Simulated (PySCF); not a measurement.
Molecule: `C=C(F)F`, C2H2F2.

Atom-mapped SMILES (the numbers label the heavy atoms): `[CH2:1]=[C:2]([F:3])[F:4]`; H(Xn) means a hydrogen on atom n.

Spin–spin couplings on one PBE0-D3(BJ)/def2-SVP geometry, PySCF 2.14, gas phase, non-relativistic, equivalent pairs averaged; isotopes ¹³C, ¹⁹F; functional B3LYP.

Reference values (Hz): ¹J(C2,F3) = -287.0 (measured; Jessen and Sauer, arXiv:2312.00705); ²J(F3,F4) = 32.7 (measured; Jessen and Sauer, arXiv:2312.00705).

Problem. How do the couplings (Hz) change with the basis set? Times are CPU seconds on 1 thread of an Arm Neoverse V1, shared host. Far from the basis limit: pcJ-0, 6-31G*, def2-TZVP, cc-pVTZ.

Solution. 
```
    basis set  functions  ¹J(C2,F3)  ²J(F3,F4)  mean abs. error  core-s
        pcJ-0         58     -485.8     -283.1            224.6     2.5
       6-31G*         60     -238.9        0.9             39.9     2.8
        pcJ-1        128     -369.6      -81.9             65.9       7
    def2-TZVP        136     -399.6     -115.7             97.8     7.1
      cc-pVTZ        148     -356.5     -122.4             79.6     7.8
aug-cc-pVTZ-J        224     -376.1      -77.8             67.1      14
        pcJ-2        252     -372.2      -82.8             67.7      18
```

Errors compare magnitudes, without vibrational corrections, and the largest couplings weigh most in the mean. Closest: 6-31G*; furthest: pcJ-0.

The Fermi-contact term samples the wavefunction at the nucleus, which is why sets with added tight s functions (names with J) are made for couplings. Agreement of an ordinary basis with the reference is then largely a cancellation of errors.
